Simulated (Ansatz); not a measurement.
Geometry optimisation, Ansatz 0.2.0, RKS BLYP-D4/def2-SVP.

Input:

```yaml
crystal:
  periodic: [false, false, false]
  atoms:
    - { symbol: Al, position_ang: [-0.035367, -0.155176, -0.192324] }
    - { symbol: H, position_ang: [-0.052329, -0.454959, 1.35256] }
    - { symbol: "N", position_ang: [1.578158, -0.144045, -0.965006] }
    - { symbol: H, position_ang: [2.468099, -0.313904, -0.488384] }
    - { symbol: H, position_ang: [1.751838, 0.035983, -1.957849] }
    - { symbol: H, position_ang: [-1.332081, -4.3e-05, -1.092464] }
    - { symbol: O, position_ang: [-0.049547, 2.227712, 1.574624] }
    - { symbol: H, position_ang: [0.901112, 2.463448, 1.576584] }
    - { symbol: H, position_ang: [-0.042585, 1.308985, 1.95996] }
basis:
  gaussian: { orbitals: def2-SVP }
hamiltonian:
  xc: blyp
  dispersion: d4
relax:
  f_tol: 0.03
  max_steps: 50
```

Command:

```bash
$ ansatz run input.yaml --threads 1 --pin off --max-ram 2048MiB --backend cpu --events-out ev --progress --plain --runs-dir out
```

Problem. Where does it end, and by what steps?

Solution. The forces met the threshold. After 15 steps the energy has fallen by 0.673 eV; H8 moved furthest, 1.33 Å. Joined: Al1–O7 (2.97 → 2.02 Å).

| step | energy less start (eV) | largest force component (eV/Å) | accepted |
| --- | --- | --- | --- |
| 0 | 0.0000 | 0.699 | yes |
| 1 | -0.0751 | 1.209 | yes |
| 2 | -0.2383 | 1.401 | yes |
| 3 | -0.3895 | 0.629 | yes |
| 4 | -0.4522 | 0.486 | yes |
| 5 | -0.4913 | 0.684 | yes |
| 6 | -0.5359 | 0.553 | yes |
| 7 | -0.5825 | 0.544 | yes |
| 8 | -0.6274 | 0.497 | yes |
| 9 | -0.6606 | 0.307 | yes |
| 10 | -0.6618 | 0.254 | yes |
| 11 | -0.6722 | 0.164 | yes |
| 12 | -0.6722 | 0.168 | yes |
| 13 | -0.6696 | 0.383 | no |
| 14 | -0.6728 | 0.057 | yes |
| 15 | -0.6729 | 0.007 | yes |

```xyz
9
Properties=species:S:1:pos:R:3
Al -0.190 -0.028 0.111
H -0.207 -1.106 1.294
N 1.541 0.374 -0.534
H 2.341 -0.206 -0.253
H 1.689 0.632 -1.518
H -1.385 0.177 -0.921
O 0.109 1.749 1.032
H 1.033 1.623 0.556
H 0.256 1.751 1.999
```

Run time: 57 s on 1 thread of Arm Neoverse N1, with other jobs on the host, peak memory 0.14 GiB.
